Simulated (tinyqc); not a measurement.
Worked calculation (part 2 of 2): coupled-perturbed Hartree-Fock on RHF in the sto-3g basis, for CH3-, spin multiplicity 1. The basis has no diffuse functions, so it cannot describe the extra electron: this is an exercise in the method, not the real anion. Computed by tinyqc, a small Python program that keeps every step (integrals from PySCF). Command: `OMP_NUM_THREADS=1 python tinyqc.py 21316 21317 out.jsonl` (the two numbers bound the seeds that draw the settings). One thread of a shared host (Intel(R) Xeon(R) Processor @ 2.60GHz), about 0.2 s of CPU time with the checks.

Geometry (angstrom):
```
atom,x,y,z
C,0.000000,0.000000,0.095000
H,1.039000,0.000000,0.000000
H,-0.519000,0.900000,0.000000
H,-0.519000,-0.900000,0.000000
```

## Integrals over molecular orbitals

coefficients C:
```
,MO1,MO2,MO3,MO4,MO5,MO6,MO7,MO8
1C 1s,0.991797,-0.211426,0.000000,0.000032,-0.029156,-0.245121,-0.000294,0.000000
1C 2s,0.038163,0.546290,0.000000,-0.000105,0.135626,1.559940,0.001888,0.000000
1C 2px,0.000004,0.000033,0.000000,0.458350,-0.000009,-0.001195,1.224033,0.000000
1C 2py,0.000000,0.000000,0.458284,0.000000,0.000000,0.000000,0.000000,1.224530
1C 2pz,-0.001771,-0.032965,0.000000,0.000003,0.991747,-0.163679,-0.000179,0.000000
2H 1s,-0.007824,0.266163,0.000000,0.572862,-0.030003,-0.764279,-1.018206,0.000000
3H 1s,-0.007823,0.266204,0.495998,-0.286406,-0.030037,-0.766208,0.507610,-0.881207
4H 1s,-0.007823,0.266204,-0.495998,-0.286406,-0.030037,-0.766208,0.507610,0.881207
```

core Hamiltonian H = T + V (hartree):
```
,1C 1s,1C 2s,1C 2px,1C 2py,1C 2pz,2H 1s,3H 1s,4H 1s
1C 1s,-19.283289,-4.656044,-0.000014,0.000000,0.005050,-1.312552,-1.312784,-1.312784
1C 2s,-4.656044,-6.186497,-0.000144,0.000000,0.050265,-2.849107,-2.849349,-2.849349
1C 2px,-0.000014,-0.000144,-5.206599,0.000000,0.000009,-2.272095,1.135017,1.135017
1C 2py,0.000000,0.000000,0.000000,-5.206859,0.000000,0.000000,-1.968366,1.968366
1C 2pz,0.005050,0.050265,0.000009,0.000000,-5.005052,0.220732,0.220756,0.220756
2H 1s,-1.312552,-2.849107,-2.272095,0.000000,0.220732,-4.018505,-0.877446,-0.877446
3H 1s,-1.312784,-2.849349,1.135017,-1.968366,0.220756,-0.877446,-4.018580,-0.876623
4H 1s,-1.312784,-2.849349,1.135017,1.968366,0.220756,-0.877446,-0.876623,-4.018580
```

Given earlier and not repeated: Two-electron integrals (ij|kl) in chemists' order.

(pq|rs) = sum C_ip C_jq C_kr C_ls (ij|kl), one index at a time.

one-electron integrals over orbitals h = C^T H C (hartree):
```
,1,2,3,4,5,6,7,8
1,-19.264543,0.368309,0.000000,-0.000064,0.046199,0.391619,0.000447,0.000000
2,0.368309,-4.921365,0.000000,-0.000013,-0.028896,-0.983968,-0.001359,0.000000
3,0.000000,0.000000,-4.429192,0.000000,0.000000,0.000000,0.000000,-0.976655
4,-0.000064,-0.000013,0.000000,-4.428985,0.000014,0.001078,-0.976319,0.000000
5,0.046199,-0.028896,0.000000,0.000014,-4.995250,0.081127,0.000072,0.000000
6,0.391619,-0.983968,0.000000,0.001078,0.081127,-3.857766,0.000306,0.000000
7,0.000447,-0.001359,0.000000,-0.976319,0.000072,0.000306,-4.191217,0.000000
8,0.000000,0.000000,-0.976655,0.000000,0.000000,0.000000,0.000000,-4.191196
```

Two-electron integrals over orbitals (pq|rs), unique and non-zero (hartree):
```
p,q,r,s,(pq|rs)
1,1,1,1,3.500042
2,1,1,1,-0.282384
2,1,2,1,0.035534
2,2,1,1,0.687410
2,2,2,1,-0.008199
2,2,2,2,0.499782
3,1,3,1,0.006496
3,2,3,1,0.011884
3,2,3,2,0.127035
3,3,1,1,0.599510
3,3,2,1,-0.003067
3,3,2,2,0.484451
3,3,3,3,0.536729
4,1,1,1,0.000043
4,1,2,1,-4.78e-06
4,1,2,2,4.10e-06
4,1,3,3,-0.003696
4,1,4,1,0.006497
4,2,1,1,-0.000024
4,2,2,1,2.12e-06
4,2,2,2,0.000015
4,2,3,3,-0.067373
4,2,4,1,0.011882
4,2,4,2,0.126996
4,3,3,1,-0.003700
4,3,3,2,-0.067400
4,3,4,3,0.053413
4,4,1,1,0.599501
4,4,2,1,-0.003067
4,4,2,2,0.484449
4,4,3,3,0.429895
4,4,4,1,0.003699
4,4,4,2,0.067404
4,4,4,4,0.536740
5,1,1,1,-0.037945
5,1,2,1,0.003922
5,1,2,2,-0.003845
5,1,3,3,-0.001517
5,1,4,1,-7.38e-07
5,1,4,2,1.99e-07
5,1,4,4,-0.001517
5,1,5,1,0.022319
5,2,1,1,0.013971
5,2,2,1,-0.001796
5,2,2,2,-0.008181
5,2,3,3,-0.003425
5,2,4,1,2.31e-07
5,2,4,2,1.10e-06
5,2,4,4,-0.003422
5,2,5,1,0.022456
5,2,5,2,0.083010
5,3,3,1,0.000662
5,3,3,2,-0.001306
5,3,4,3,0.002016
5,3,5,3,0.019700
5,4,1,1,-4.59e-06
5,4,2,1,3.92e-07
5,4,2,2,9.12e-07
5,4,3,3,0.002014
5,4,4,1,0.000662
5,4,4,2,-0.001301
5,4,4,4,-0.002014
5,4,5,1,-3.22e-06
5,4,5,2,-0.000009
5,4,5,4,0.019698
5,5,1,1,0.850807
5,5,2,1,-0.009619
5,5,2,2,0.528328
5,5,3,3,0.482950
5,5,4,1,1.58e-06
5,5,4,2,-0.000013
5,5,4,4,0.482941
5,5,5,1,0.005033
5,5,5,2,0.024146
5,5,5,4,-0.000005
5,5,5,5,0.675802
6,1,1,1,-0.321996
6,1,2,1,0.041358
6,1,2,2,-0.008617
6,1,3,3,-0.003081
6,1,4,1,-0.000019
6,1,4,2,-0.000019
6,1,4,4,-0.003091
6,1,5,1,0.002478
6,1,5,2,-0.003991
6,1,5,4,-6.98e-07
6,1,5,5,-0.009171
6,1,6,1,0.048427
6,2,1,1,0.266027
6,2,2,1,-0.009334
6,2,2,2,0.067367
6,2,3,3,0.036972
6,2,4,1,-0.000007
6,2,4,2,-0.000008
6,2,4,4,0.037044
6,2,5,1,-0.004255
6,2,5,2,-0.004715
6,2,5,4,-0.000006
6,2,5,5,0.132308
6,2,6,1,-0.009655
6,2,6,2,0.079178
6,3,3,1,0.003548
6,3,3,2,-0.042811
6,3,4,3,0.041997
6,3,5,3,0.002846
6,3,6,3,0.060937
6,4,1,1,-0.000269
6,4,2,1,0.000007
6,4,2,2,-0.000067
6,4,3,3,0.041887
6,4,4,1,0.003560
6,4,4,2,-0.042637
6,4,4,4,-0.041975
6,4,5,1,1.69e-07
6,4,5,2,-0.000010
6,4,5,4,0.002840
6,4,5,5,-0.000131
6,4,6,1,-7.41e-08
6,4,6,2,-0.000143
6,4,6,4,0.060773
6,5,1,1,-0.016392
6,5,2,1,-0.001178
6,5,2,2,-0.013730
6,5,3,3,-0.005668
6,5,4,1,-1.93e-06
6,5,4,2,-0.000014
6,5,4,4,-0.005683
6,5,5,1,0.023929
6,5,5,2,0.072192
6,5,5,4,-0.000029
6,5,5,5,0.005269
6,5,6,1,-0.003615
6,5,6,2,-0.014901
6,5,6,4,0.000009
6,5,6,5,0.071723
6,6,1,1,0.706828
6,6,2,1,-0.011442
6,6,2,2,0.486563
6,6,3,3,0.476184
6,6,4,1,-0.000025
6,6,4,2,-0.000258
6,6,4,4,0.475892
6,6,5,1,-0.007944
6,6,5,2,-0.018191
6,6,5,4,0.000007
6,6,5,5,0.514302
6,6,6,1,-0.011394
6,6,6,2,0.054588
6,6,6,4,0.000064
6,6,6,5,-0.022683
6,6,6,6,0.496892
7,1,1,1,-0.000384
7,1,2,1,0.000051
7,1,2,2,-0.000005
7,1,3,3,-0.005691
7,1,4,1,0.012703
7,1,4,2,0.020423
7,1,4,4,0.005689
7,1,5,1,3.16e-06
7,1,5,2,-4.35e-06
7,1,5,4,0.001354
7,1,5,5,-0.000011
7,1,6,1,0.000033
7,1,6,2,-0.000027
7,1,6,4,0.006726
7,1,6,5,-0.000008
7,1,6,6,-0.000061
7,1,7,1,0.025067
7,2,1,1,0.000347
7,2,2,1,-0.000011
7,2,2,2,0.000105
7,2,3,3,0.020238
7,2,4,1,0.008712
7,2,4,2,0.009466
7,2,4,4,-0.020120
7,2,5,1,-4.84e-06
7,2,5,2,-4.39e-06
7,2,5,4,0.005165
7,2,5,5,0.000174
7,2,6,1,-0.000028
7,2,6,2,0.000033
7,2,6,4,0.043625
7,2,6,5,-0.000020
7,2,6,6,0.000080
7,2,7,1,0.015912
7,2,7,2,0.052200
7,3,3,1,0.002628
7,3,3,2,0.050055
7,3,4,3,-0.023192
7,3,5,3,-0.001857
7,3,6,3,-0.029916
7,3,7,3,0.035687
7,4,1,1,0.239588
7,4,2,1,-0.005139
7,4,2,2,0.066020
7,4,3,3,0.064261
7,4,4,1,-0.002620
7,4,4,2,-0.050169
7,4,4,4,0.017662
7,4,5,1,0.000262
7,4,5,2,0.009281
7,4,5,4,0.001860
7,4,5,5,0.118221
7,4,6,1,-0.005316
7,4,6,2,0.073349
7,4,6,4,0.029876
7,4,6,5,-0.001515
7,4,6,6,0.046319
7,4,7,1,-0.005058
7,4,7,2,0.004677
7,4,7,4,0.110323
7,5,1,1,-0.000016
7,5,2,1,-1.29e-06
7,5,2,2,-0.000013
7,5,3,3,-0.005554
7,5,4,1,0.001905
7,5,4,2,0.012440
7,5,4,4,0.005544
7,5,5,1,0.000028
7,5,5,2,0.000087
7,5,5,4,0.018548
7,5,5,5,0.000008
7,5,6,1,-0.000008
7,5,6,2,-0.000020
7,5,6,4,-0.003098
7,5,6,5,0.000057
7,5,6,6,-0.000051
7,5,7,1,0.003591
7,5,7,2,0.004480
7,5,7,4,-0.004697
7,5,7,5,0.025594
7,6,1,1,-0.000055
7,6,2,1,-2.32e-06
7,6,2,2,-0.000010
7,6,3,3,-0.058079
7,6,4,1,0.012669
7,6,4,2,0.109567
7,6,4,4,0.058059
7,6,5,1,-0.000008
7,6,5,2,-0.000023
7,6,5,4,-0.001642
7,6,5,5,-0.000026
7,6,6,1,-0.000026
7,6,6,2,-0.000014
7,6,6,4,-0.040444
7,6,6,5,-0.000035
7,6,6,6,-0.000264
7,6,7,1,0.022804
7,6,7,2,0.006301
7,6,7,4,-0.049413
7,6,7,5,0.010987
7,6,7,6,0.108732
7,7,1,1,0.796809
7,7,2,1,-0.010155
7,7,2,2,0.514639
7,7,3,3,0.468961
7,7,4,1,-0.001113
7,7,4,2,0.023773
7,7,4,4,0.533295
7,7,5,1,-0.000808
7,7,5,2,0.004594
7,7,5,4,-0.002690
7,7,5,5,0.549175
7,7,6,1,-0.010298
7,7,6,2,0.076475
7,7,6,4,-0.034476
7,7,6,5,-0.003087
7,7,6,6,0.511479
7,7,7,1,-0.002901
7,7,7,2,-0.028808
7,7,7,4,0.074134
7,7,7,5,0.000456
7,7,7,6,0.021732
7,7,7,7,0.591918
8,1,3,1,0.012706
8,1,3,2,0.020433
8,1,4,3,-0.005697
8,1,5,3,0.001354
8,1,6,3,0.006706
8,1,7,3,0.005066
8,1,8,1,0.025083
8,2,3,1,0.008713
8,2,3,2,0.009474
8,2,4,3,0.020156
8,2,5,3,0.005166
8,2,6,3,0.043623
8,2,7,3,-0.004486
8,2,8,1,0.015918
8,2,8,2,0.052190
8,3,1,1,0.239647
8,3,2,1,-0.005140
8,3,2,2,0.066061
8,3,3,3,0.017769
8,3,4,1,0.002621
8,3,4,2,0.050059
8,3,4,4,0.064238
8,3,5,1,0.000262
8,3,5,2,0.009285
8,3,5,4,-0.001861
8,3,5,5,0.118247
8,3,6,1,-0.005329
8,3,6,2,0.073365
8,3,6,4,-0.029974
8,3,6,5,-0.001526
8,3,6,6,0.046102
8,3,7,1,0.005046
8,3,7,2,-0.004454
8,3,7,4,0.043092
8,3,7,5,0.004687
8,3,7,6,0.049262
8,3,7,7,0.087012
8,3,8,3,0.110222
8,4,3,1,0.002620
8,4,3,2,0.050080
8,4,4,3,-0.023230
8,4,5,3,-0.001862
8,4,6,3,-0.029979
8,4,7,3,0.031319
8,4,8,1,0.005052
8,4,8,2,-0.004545
8,4,8,4,0.035739
8,5,3,1,0.001905
8,5,3,2,0.012448
8,5,4,3,-0.005554
8,5,5,3,0.018551
8,5,6,3,-0.003116
8,5,7,3,0.004690
8,5,8,1,0.003593
8,5,8,2,0.004481
8,5,8,4,0.004690
8,5,8,5,0.025599
8,6,3,1,0.012667
8,6,3,2,0.109654
8,6,4,3,-0.058157
8,6,5,3,-0.001653
8,6,6,3,-0.040695
8,6,7,3,0.049293
8,6,8,1,0.022806
8,6,8,2,0.006229
8,6,8,4,0.049321
8,6,8,5,0.010994
8,6,8,6,0.108864
8,7,3,1,0.001159
8,7,3,2,-0.023390
8,7,4,3,0.031956
8,7,5,3,0.002684
8,7,6,3,0.034260
8,7,7,3,-0.006181
8,7,8,1,0.002968
8,7,8,2,0.028924
8,7,8,4,-0.006221
8,7,8,5,-0.000422
8,7,8,6,-0.021473
8,7,8,7,0.034399
8,8,1,1,0.796959
8,8,2,1,-0.010161
8,8,2,2,0.514671
8,8,3,3,0.533183
8,8,4,1,0.001147
8,8,4,2,-0.023519
8,8,4,4,0.469111
8,8,5,1,-0.000808
8,8,5,2,0.004598
8,8,5,4,0.002683
8,8,5,5,0.549221
8,8,6,1,-0.010311
8,8,6,2,0.076410
8,8,6,4,0.034205
8,8,6,5,-0.003082
8,8,6,6,0.511626
8,8,7,1,0.002931
8,8,7,2,0.029035
8,8,7,4,0.086920
8,8,7,5,-0.000436
8,8,7,6,-0.021554
8,8,7,7,0.522896
8,8,8,3,0.074343
8,8,8,8,0.591898
```

## Response to a field: uncoupled start

orbital energies (hartree): MO1 -10.360892, MO2 -0.424882, MO3 -0.105496, MO4 -0.105274, MO5 0.225877, MO6 1.140734, MO7 1.285671, MO8 1.286260

dipole integrals <a|y|i> (bohr):
```
,i1,i2,i3,i4,i5
a6,0.000000,0.000000,-0.733444,0.000000,0.000000
a7,0.000000,0.000000,0.631122,0.000000,0.000000
a8,0.089101,-0.164386,0.000000,0.631909,0.122702
```

Field along y; U_ai = -mu_ai / (e_a - e_i), alpha = -4 sum U_ai mu_ai.

uncoupled U:
```
,i1,i2,i3,i4,i5
a6,0.000000,0.000000,0.588530,0.000000,0.000000
a7,0.000000,0.000000,-0.453664,0.000000,0.000000
a8,-0.007650,0.096068,0.000000,-0.454110,-0.115715
```

uncoupled polarisability = 4.142397 bohr^3

## Coupled step 1

U_ai = -(mu_ai + sum_bj [4 (ai|bj) - (ab|ij) - (aj|bi)] U_bj) / (e_a - e_i); alpha = -4 sum U_ai mu_ai.

U after step 1:
```
,i1,i2,i3,i4,i5
a6,0.000000,0.000000,0.703880,0.000000,0.000000
a7,0.000000,0.000000,-0.541547,0.000000,0.000000
a8,-0.008377,0.125210,0.000000,-0.542049,-0.153084
```

polarisability = 4.962706 bohr^3

## Coupled step 2

As before.

U after step 2:
```
,i1,i2,i3,i4,i5
a6,0.000000,0.000000,0.726490,0.000000,0.000000
a7,0.000000,0.000000,-0.558502,0.000000,0.000000
a8,-0.008511,0.133118,0.000000,-0.559005,-0.167069
```

polarisability = 5.126816 bohr^3

## Coupled polarisability

Repeat until U stops changing; compare with -d2E/dF2.

Course of the coupled iterations:
```
step,alpha (bohr^3)
0,4.142397
1,4.962706
2,5.126816
3,5.160208
4,5.167215
5,5.168771
6,5.169152
7,5.169259
8,5.169294
9,5.169307
10,5.169312
11,5.169314
12,5.169315
13,5.169316
14,5.169316
15,5.169316
16,5.169316
17,5.169316
18,5.169316
19,5.169316
20,5.169316
```

coupled polarisability = 5.169316 bohr^3

finite-field check, fields of +/-0.001 au = 5.169316 bohr^3
